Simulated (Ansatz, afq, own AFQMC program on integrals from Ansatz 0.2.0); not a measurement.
SiGe3H10, singlet in def2-SVP, levels against AFQMC with the constraint released

```csv
atom,x (Å),y (Å),z (Å)
Ge,-0.2583,2.4642,0.3210
Si,0.5626,0.5216,1.4373
Ge,-0.4204,-1.4645,0.5482
Ge,0.1623,-1.7594,-1.7901
H,-1.7873,2.5665,0.4832
H,0.3822,3.7412,0.8977
H,0.0649,2.3920,-1.1841
H,0.2656,0.6287,2.9013
H,2.0485,0.4463,1.2680
H,-1.9557,-1.3829,0.6815
H,0.0562,-2.6936,1.3506
H,-0.3762,-0.5808,-2.6232
H,-0.4378,-3.0668,-2.3404
H,1.6934,-1.8125,-1.9509
```

Basis def2-SVP. Only valence electrons are correlated. Ansatz 0.2.0 and our own AFQMC program on the same integrals; the CISD trial comes from CCSD amplitudes, and released means the phaseless constraint is let go. Error bars are statistical, one sigma. No spin–orbit coupling.

Determinant: RHF, the one that the program's search chose, which needn't be the lowest solution. The geometry is a PBE0/def2-SVP stationary point of this or a neighbouring charge and spin state.

No full CI on the walks' own integrals is used here. The released AFQMC energy serves as the reference, which it does only where one determinant dominates, the energy is flat over the last release times and near the phaseless one (40 meV or 2 meV an electron, half that with transition metals). On small molecules, where full CI could be run and the noise was under 10 meV, such values lay within 10 meV of it in 19 cases of 20, a flattering rate, since the rule was set on those same cases; what remains of the bias isn't in the error bar.

Cautions: no relativity below Rb; no spin-orbit coupling; inner d shell frozen; the released value is read at 0.90 1/Eh with a noise of 13 meV, more than in the cases checked (meV from the phaseless value at times in 1/Eh: -12 ± 9 at 0.21, -6 ± 10 at 0.42, -15 ± 10 at 0.63, -19 ± 13 at 0.90).

```
T1 diagnostic                               : 0.0119
weight of the determinant in the CISD state : 0.768
size of the correlated space                : 26 electrons in 117 orbitals
```

Reference: AFQMC with the constraint released, correlation energy -13.705 ± 0.013 eV.

```csv
level,E − E(reference) (mEh),share of correlation (%)
HF,503.66 ± 0.47,0.00
MP2,101.67 ± 0.47,79.81
CCSD,16.21 ± 0.47,96.78
CCSD(T),2.71 ± 0.47,99.46
ph-AFQMC/HF,-1.77 ± 1.54,100.35
ph-AFQMC/CISD,0.71 ± 0.54,99.86
```

Released energies are given only where the last usable release times agree within the noise; a slower fall can still hide under it.
